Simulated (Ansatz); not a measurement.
C3H4O2S can be A, `O=S1(=O)C=CC1`, or B, `OC1(O)C=CS1`.

Calculated with Ansatz (gas phase, PBE0-D4/def2-TZVP geometries, no zero-point term in ΔE). CCSD(T)/CBS adds triple-zeta CCSD(T) − MP2 to the extrapolated MP2 energy (def2 sets, frozen cores). DFT in def2-TZVPP. B3LYP here is the variant with VWN-RPA as its local correlation; programs differ in this. One conformer a species, not always the lowest.

**Question.** Which is lower in electronic energy at CCSD(T)/CBS, and by how much? (An estimate is asked.)

**Answer.** The calculation gave: B, by 11.5 kcal/mol.

**Question.** Give E(B) − E(A) in kcal/mol with PBE-D4, HF/def2-TZVPP, MP2/def2-TZVPP, PBE0-D4, r2SCAN-D4, B3LYP-D4, ωB97M-V. (An estimate is asked.)

**Answer.** The calculation gave: PBE-D4 -10.4, HF/def2-TZVPP -16.6, MP2/def2-TZVPP -10.4, PBE0-D4 -11.5, r2SCAN-D4 -8.4, B3LYP-D4 -13.3, ωB97M-V -14.2. None reverses the order clearly.

**Question.** Does the order hold for the free energy at 298.15 K (harmonic terms from PBE0-D4)? (An estimate is asked.)

**Answer.** Computed: Yes: G(B) − G(A) = -12.2 kcal/mol, for one conformer each.

Largest T1 diagnostic: 0.017.

From PBE to PBE0 (25 % exact exchange), in def2-TZVPP and without D4, E(B) − E(A) moves by −1.1 kcal/mol. In def2-TZVPP, CCSD(T) changes the Hartree–Fock value by +1.3 kcal/mol (the triples alone add +0.8 kcal/mol) and MP2 by +6.2 kcal/mol.
